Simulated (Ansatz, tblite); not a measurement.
# GaH3: charged states by level of theory, part 2 of 2

Aim: the energy of removing an electron for GaH3, by energy differences, and how well orbital energies stand in for it.

Ansatz 0.2.0, Gaussian basis; as each input shows. Earlier steps stand in the parts before.

## 7. Relaxing the charge +1 doublet

The input, in.yaml:

```yaml
crystal:
  periodic: [false, false, false]
  atoms:
    - {symbol: Ga, position_ang: [-0.000002, -0.000023, -0.000969]}
    - {symbol: H, position_ang: [1.562029, -0.028916, 0.014083]}
    - {symbol: H, position_ang: [-0.755833, 1.367211, -0.017820]}
    - {symbol: H, position_ang: [-0.806195, -1.338272, 0.004706]}
basis:
  gaussian: {orbitals: def2-TZVP}
total_charge: 1
magnetization: {spin_polarized: true, initial_magnetization: 1}
hamiltonian: {xc: r2scan, dispersion: d4}
scf: {omitted_lower_state_checks: [starts]}
output: {orbitals: {seedname: orbitals}}
relax: {f_tol: 0.02, max_steps: 100}
```

The run is started by

```
$ ansatz run in.yaml --threads 4 --pin off --events-out ev --progress --plain --max-ram 3916MiB
```

What it wrote:

```text
Functional definition: r2SCAN
  name "r2SCAN"
  cite "Furness, Kaplan, Ning, Perdew & Sun, J. Phys. Chem. Lett. 11, 8208 (2020) doi:10.1021/acs.jpclett.0c02405"
  cite "Furness, Kaplan, Ning, Perdew & Sun, J. Phys. Chem. Lett. 11, 9248 (2020) doi:10.1021/acs.jpclett.0c03077"
  parent r2scan
  parameter k0 = 0.174
  parameter k1 = 0.065
  parameter a1 = 4.9479
  exchange = r2scan_x(k0 = k0, k1 = k1, a1 = a1)
  correlation = r2scan_c
these checks for a lower state are left out or cut short: starts
500 factors; their error is unknown
mean field evaluation 1: about -52413.8411 eV, gradient 1.3e1 eV
mean field evaluation 2: about -52412.5834 eV, gradient 1.9e1 eV
mean field evaluation 4: about -52413.8112 eV, gradient 8.0e0 eV
mean field evaluation 8: about -52414.4936 eV, gradient 1.4e0 eV
mean field evaluation 16: about -52414.4974 eV, gradient 4.6e-2 eV
mean field -52414.49744901 eV, -1926.1972534286 hartree, gradient 1.5e-5 eV, S^2 0.761808; 0 other end points of the search recorded, 0 dependent functions left out
the calculation of the forces begins
reference -52414.49746255 eV, -1926.1972539262 hartree; 17, 16 occupied and 49, 50 virtual orbitals, 500 factors
relax step   1: F+E_penalty+E_count = -52414.50158975 eV  Δ(F+E_penalty+E_count) = +0.000e0 eV  max|allowed force component| = 2.990e0 eV/Å  Δτ_max = 0.0000 Å  (46 SCF iters, accepted)
these checks for a lower state are left out or cut short: starts, cluster_reference, orbital_swaps, neighbouring_geometries, increment
500 factors; their error is unknown
mean field evaluation 32: about -52415.0249 eV, gradient 2.8e-5 eV
mean field -52415.02490521 eV, -1926.2166370866 hartree, gradient 2.8e-5 eV, S^2 0.759701; 0 other end points of the search recorded, 0 dependent functions left out
the calculation of the forces begins
reference -52415.02491897 eV, -1926.2166375921 hartree; 17, 16 occupied and 49, 50 virtual orbitals, 500 factors
relax step   2: F+E_penalty+E_count = -52415.02903671 eV  Δ(F+E_penalty+E_count) = -5.274e-1 eV  max|allowed force component| = 2.026e0 eV/Å  Δτ_max = 0.1958 Å  (36 SCF iters, accepted)
these checks for a lower state are left out or cut short: starts, cluster_reference, orbital_swaps, neighbouring_geometries, increment
500 factors; their error is unknown
mean field -52415.24956298 eV, -1926.2248931074 hartree, gradient 1.3e-5 eV, S^2 0.756784; 0 other end points of the search recorded, 0 dependent functions left out
the calculation of the forces begins
reference -52415.24957697 eV, -1926.2248936215 hartree; 17, 16 occupied and 49, 50 virtual orbitals, 500 factors
relax step   3: F+E_penalty+E_count = -52415.25376990 eV  Δ(F+E_penalty+E_count) = -2.247e-1 eV  max|allowed force component| = 7.567e-1 eV/Å  Δτ_max = 0.1919 Å  (33 SCF iters, accepted)
these checks for a lower state are left out or cut short: starts, cluster_reference, orbital_swaps, neighbouring_geometries, increment
500 factors; their error is unknown
mean field -52415.31372216 eV, -1926.2272509136 hartree, gradient 2.0e-5 eV, S^2 0.755313; 0 other end points of the search recorded, 0 dependent functions left out
the calculation of the forces begins
reference -52415.31373615 eV, -1926.2272514278 hartree; 17, 16 occupied and 49, 50 virtual orbitals, 500 factors
relax step   4: F+E_penalty+E_count = -52415.31817560 eV  Δ(F+E_penalty+E_count) = -6.441e-2 eV  max|allowed force component| = 2.622e-1 eV/Å  Δτ_max = 0.0437 Å  (33 SCF iters, accepted)
these checks for a lower state are left out or cut short: starts, cluster_reference, orbital_swaps, neighbouring_geometries, increment
500 factors; their error is unknown
mean field -52415.31194707 eV, -1926.2271856802 hartree, gradient 1.6e-5 eV, S^2 0.753406; 0 other end points of the search recorded, 0 dependent functions left out
the calculation of the forces begins
reference -52415.31196119 eV, -1926.2271861991 hartree; 17, 16 occupied and 49, 50 virtual orbitals, 500 factors
relax step   5: F+E_penalty+E_count = -52415.31707743 eV  Δ(F+E_penalty+E_count) = +1.098e-3 eV  max|allowed force component| = 2.533e-1 eV/Å  Δτ_max = 0.0889 Å  (31 SCF iters, rejected (line search))
these checks for a lower state are left out or cut short: starts, cluster_reference, orbital_swaps, neighbouring_geometries, increment
500 factors; their error is unknown
mean field -52415.32231763 eV, -1926.2275667912 hartree, gradient 1.7e-5 eV, S^2 0.754440; 0 other end points of the search recorded, 0 dependent functions left out
the calculation of the forces begins
reference -52415.32233164 eV, -1926.2275673064 hartree; 17, 16 occupied and 49, 50 virtual orbitals, 500 factors
relax step   6: F+E_penalty+E_count = -52415.32714249 eV  Δ(F+E_penalty+E_count) = -8.967e-3 eV  max|allowed force component| = 1.401e-2 eV/Å  Δτ_max = 0.0409 Å  (32 SCF iters, accepted)
these checks for a lower state are left out or cut short: starts, cluster_reference, orbital_swaps, neighbouring_geometries, increment
500 factors; their error is unknown
mean field evaluation 64: about -52415.3225 eV, gradient 8.1e-6 eV
mean field -52415.32245397 eV, -1926.2275718018 hartree, gradient 1.7e-5 eV, S^2 0.754480; 0 other end points of the search recorded, 0 dependent functions left out
the calculation of the forces begins
reference -52415.32246799 eV, -1926.2275723169 hartree; 17, 16 occupied and 49, 50 virtual orbitals, 500 factors
relax step   7: F+E_penalty+E_count = -52415.32728112 eV  Δ(F+E_penalty+E_count) = -1.386e-4 eV  max|allowed force component| = 1.530e-2 eV/Å  Δτ_max = 0.0268 Å  (34 SCF iters, accepted)
these checks for a lower state are left out or cut short: starts, cluster_reference, orbital_swaps, neighbouring_geometries, increment
500 factors; their error is unknown
mean field -52415.32282514 eV, -1926.2275854420 hartree, gradient 8.6e-6 eV, S^2 0.754596; 0 other end points of the search recorded, 0 dependent functions left out
the calculation of the forces begins
reference -52415.32283916 eV, -1926.2275859572 hartree; 17, 16 occupied and 49, 50 virtual orbitals, 500 factors
relax step   8: F+E_penalty+E_count = -52415.32766334 eV  Δ(F+E_penalty+E_count) = -3.822e-4 eV  max|allowed force component| = 1.029e-2 eV/Å  Δτ_max = 0.0281 Å  (34 SCF iters, accepted)
these checks for a lower state are left out or cut short: starts, cluster_reference, orbital_swaps, neighbouring_geometries, increment
500 factors; their error is unknown
mean field -52415.32305602 eV, -1926.2275939269 hartree, gradient 2.4e-5 eV, S^2 0.754717; 0 other end points of the search recorded, 0 dependent functions left out
the calculation of the forces begins
reference -52415.32307004 eV, -1926.2275944418 hartree; 17, 16 occupied and 49, 50 virtual orbitals, 500 factors
relax step   9: F+E_penalty+E_count = -52415.32786334 eV  Δ(F+E_penalty+E_count) = -2.000e-4 eV  max|allowed force component| = 2.383e-2 eV/Å  Δτ_max = 0.0104 Å  (28 SCF iters, accepted)
these checks for a lower state are left out or cut short: starts, cluster_reference, orbital_swaps, neighbouring_geometries, increment
500 factors; their error is unknown
mean field -52415.32645422 eV, -1926.2277188082 hartree, gradient 1.5e-5 eV, S^2 0.757848; 0 other end points of the search recorded, 0 dependent functions left out
the calculation of the forces begins
reference -52415.32646811 eV, -1926.2277193186 hartree; 17, 16 occupied and 49, 50 virtual orbitals, 500 factors
relax step  10: F+E_penalty+E_count = -52415.33098986 eV  Δ(F+E_penalty+E_count) = -3.127e-3 eV  max|allowed force component| = 2.396e-1 eV/Å  Δτ_max = 0.1953 Å  (36 SCF iters, accepted)
these checks for a lower state are left out or cut short: starts, cluster_reference, orbital_swaps, neighbouring_geometries, increment
500 factors; their error is unknown
mean field -52415.32689470 eV, -1926.2277349958 hartree, gradient 2.0e-5 eV, S^2 0.757102; 0 other end points of the search recorded, 0 dependent functions left out
the calculation of the forces begins
reference -52415.32690862 eV, -1926.2277355073 hartree; 17, 16 occupied and 49, 50 virtual orbitals, 500 factors
relax step  11: F+E_penalty+E_count = -52415.33143181 eV  Δ(F+E_penalty+E_count) = -4.419e-4 eV  max|allowed force component| = 8.784e-2 eV/Å  Δτ_max = 0.0549 Å  (31 SCF iters, accepted)
these checks for a lower state are left out or cut short: starts, cluster_reference, orbital_swaps, neighbouring_geometries, increment
500 factors; their error is unknown
mean field evaluation 96: about -52415.3354 eV, gradient 1.1e0 eV
mean field -52415.32844971 eV, -1926.2277921411 hartree, gradient 1.4e-5 eV, S^2 0.758584; 0 other end points of the search recorded, 0 dependent functions left out
the calculation of the forces begins
reference -52415.32846357 eV, -1926.2277926506 hartree; 17, 16 occupied and 49, 50 virtual orbitals, 500 factors
relax step  12: F+E_penalty+E_count = -52415.33287184 eV  Δ(F+E_penalty+E_count) = -1.440e-3 eV  max|allowed force component| = 9.399e-3 eV/Å  Δτ_max = 0.0564 Å  (33 SCF iters, accepted)
these checks for a lower state are left out or cut short: starts
500 factors; their error is unknown
mean field -52415.32844971 eV, -1926.2277921411 hartree, gradient 1.4e-5 eV, S^2 0.758584; 0 other end points of the search recorded, 0 dependent functions left out
the calculation of the forces begins
reference -52415.32846357 eV, -1926.2277926506 hartree; 17, 16 occupied and 49, 50 virtual orbitals, 500 factors
Total energy: -52415.33288571 eV, -1926.2279551610 hartree
Atom 0 at    -0.370606    -0.100773    -0.002281 Å, force     0.003176    -0.004202    -0.000459 eV/Å
Atom 1 at     1.470695     0.226618     0.010923 Å, force    -0.009399     0.004765    -0.000074 eV/Å
Atom 2 at    -0.354522     1.449227    -0.015409 Å, force     0.007918     0.006932     0.000236 eV/Å
Atom 3 at    -0.745568    -1.575072     0.006767 Å, force    -0.001695    -0.007494     0.000297 eV/Å
Dipole moment:     0.180026     0.072590     0.000993 e Å
Checks for a lower state left out: starts
```

It took 13 s on 4 threads of Arm Neoverse V2, shared host.

Along the way: (the energy doesn't fall at every step)

```
step  energy from step 1 (eV)  largest force component (eV/Å)
   1                   0.0000                          2.9899
   2                  -0.5274                          2.0262
   3                  -0.7522                          0.7567
   4                  -0.8166                          0.2622
   5                  -0.8155                          0.2533
   6                  -0.8256                          0.0140
   7                  -0.8257                          0.0153
   8                  -0.8261                          0.0103
   9                  -0.8263                          0.0238
  10                  -0.8294                          0.2396
  11                  -0.8298                          0.0878
  12                  -0.8313                          0.0094
```

The force was under the threshold of 0.02 eV/Å already at step 6, but the program went on to step 12.

Distances of close pairs at the start and the end, largest changes first:

| bond | before (Å) | after (Å) | change (Å) |
| --- | --- | --- | --- |
| Ga1–H2 | 1.562 | 1.870 | +0.308 |
| Ga1–H4 | 1.562 | 1.521 | -0.041 |
| Ga1–H3 | 1.562 | 1.550 | -0.012 |

Contacts that opened: Ga1–H2 1.56 to 1.87 Å.

## 8. Charge +1 doublet, PBE0-D4/def2-TZVP

The input, in.yaml:

```yaml
crystal:
  periodic: [false, false, false]
  atoms:
    - {symbol: Ga, position_ang: [-0.370606, -0.100773, -0.002281]}
    - {symbol: H, position_ang: [1.470695, 0.226618, 0.010923]}
    - {symbol: H, position_ang: [-0.354522, 1.449227, -0.015409]}
    - {symbol: H, position_ang: [-0.745568, -1.575072, 0.006767]}
basis:
  gaussian: {orbitals: def2-TZVP, initial_orbitals: start.molden}
total_charge: 1
magnetization: {spin_polarized: true, initial_magnetization: 1}
hamiltonian: {xc: pbe0, dispersion: d4}
scf: {omitted_lower_state_checks: [starts]}
output: {orbitals: {seedname: orbitals}}
```

The command is unchanged.

What it wrote:

```text
Functional definition: PBE0
  name "PBE0"
  cite "Adamo & Barone, J. Chem. Phys. 110, 6158 (1999) doi:10.1063/1.478522"
  cite "Perdew, Burke & Ernzerhof, Phys. Rev. Lett. 77, 3865 (1996) doi:10.1103/PhysRevLett.77.3865"
  parent pbe
  parameter a = 0.25
  parameter kappa = 0.804
  parameter beta = 0.06672455060314922
  exchange = (1 - a)*pbe_x(kappa = kappa, mu = beta*pi^2/3) + a*exact_x
  correlation = pbe_c(beta = beta)
these checks for a lower state are left out or cut short: starts
545 factors; their error is unknown
mean field evaluation 1: about -52408.4565 eV, gradient 3.7e0 eV
mean field evaluation 2: about -52408.4806 eV, gradient 4.5e-2 eV
mean field evaluation 4: about -52408.6687 eV, gradient 1.4e-4 eV
mean field -52408.66872607 eV, -1925.9830518115 hartree, gradient 2.4e-5 eV, S^2 0.756700; 0 other end points of the search recorded, 0 dependent functions left out
reference -52408.66875433 eV, -1925.9830528499 hartree; 17, 16 occupied and 49, 50 virtual orbitals, 545 factors
Total energy: -52408.68580814 eV, -1925.9836795659 hartree
Checks for a lower state left out: starts
```

Wall time 0.45 s (4 threads of Arm Neoverse V2, shared host).

HOMO -16.03 eV, LUMO -11.13 eV (over both spins); ⟨S²⟩ 0.757 (pure: 0.75).

## 9. Charge +1 doublet, PBE-D4/def2-TZVP

in.yaml, as its differences from that of step 8:

```diff
@@ -11,3 +11,3 @@
 magnetization: {spin_polarized: true, initial_magnetization: 1}
-hamiltonian: {xc: pbe0, dispersion: d4}
+hamiltonian: {xc: pbe, dispersion: d4}
 scf: {omitted_lower_state_checks: [starts]}
```

The command is unchanged.

What it wrote:

```text
Functional definition: PBE
  name "PBE"
  cite "Perdew, Burke & Ernzerhof, Phys. Rev. Lett. 77, 3865 (1996) doi:10.1103/PhysRevLett.77.3865"
  parent pbe
  parameter kappa = 0.804
  parameter beta = 0.06672455060314922
  exchange = pbe_x(kappa = kappa, mu = beta*pi^2/3)
  correlation = pbe_c(beta = beta)
these checks for a lower state are left out or cut short: starts
500 factors; their error is unknown
mean field evaluation 1: about -52407.5041 eV, gradient 5.5e0 eV
mean field evaluation 2: about -52407.5669 eV, gradient 8.9e-2 eV
mean field evaluation 4: about -52407.5548 eV, gradient 3.4e-4 eV
mean field -52407.55477741 eV, -1925.9421149534 hartree, gradient 1.1e-5 eV, S^2 0.754713; 0 other end points of the search recorded, 0 dependent functions left out
reference -52407.55481521 eV, -1925.9421163424 hartree; 17, 16 occupied and 49, 50 virtual orbitals, 500 factors
Total energy: -52407.57553298 eV, -1925.9428777063 hartree
Checks for a lower state left out: starts
```

It took 0.4 s on 4 threads of Arm Neoverse V2, shared host.

HOMO -14.68 eV, LUMO -12.12 eV (over both spins); ⟨S²⟩ 0.755 (pure: 0.75).

## 10. Adiabatic ionisation energy

Charged state less starting state, singlet to doublet; the starting state's energies are those of its earlier runs.

```
            level  adiabatic ionisation energy (eV)   time
 PBE-D4/def2-TZVP                            +10.19  0.7 s
PBE0-D4/def2-TZVP                            +10.28  0.8 s
```

Times add the two runs; a level without a time comes out of a correlated run.

## 11. Outcome

What follows sums up all 2 parts.

| quantity | value |
| --- | --- |
| vertical ionisation energy, functionals in def2-TZVP | 10.99 (PBE-D4) to 11.17 eV (PBE0-D4) |
| vertical ionisation energy, CCSD(T)/def2-TZVPP | 11.38 eV |
| adiabatic ionisation energy, functionals in def2-TZVP | 10.19 (PBE-D4) to 10.28 eV (PBE0-D4) |
| relaxation of the cation side, PBE-D4/def2-TZVP | 0.80 eV |

The vertical ionisation energy spans 10.99 to 11.17 eV over the functionals, beside 11.38 eV from CCSD(T)/def2-TZVPP. −ε(HOMO) misses the level's own difference by -2.57 eV at best (PBE0-D4) and -3.64 eV at worst (PBE-D4). The reference is CCSD(T) in one finite basis, so it carries an error of its own, often a tenth of an eV or more, and near misses can't be ranked. The adiabatic ionisation energy spans 10.19 to 10.28 eV over the functionals. Relaxing the oxidised state gains 0.80 eV at PBE-D4/def2-TZVP. Some contacts opened when a charged state relaxed, so the adiabatic value holds a change of structure.
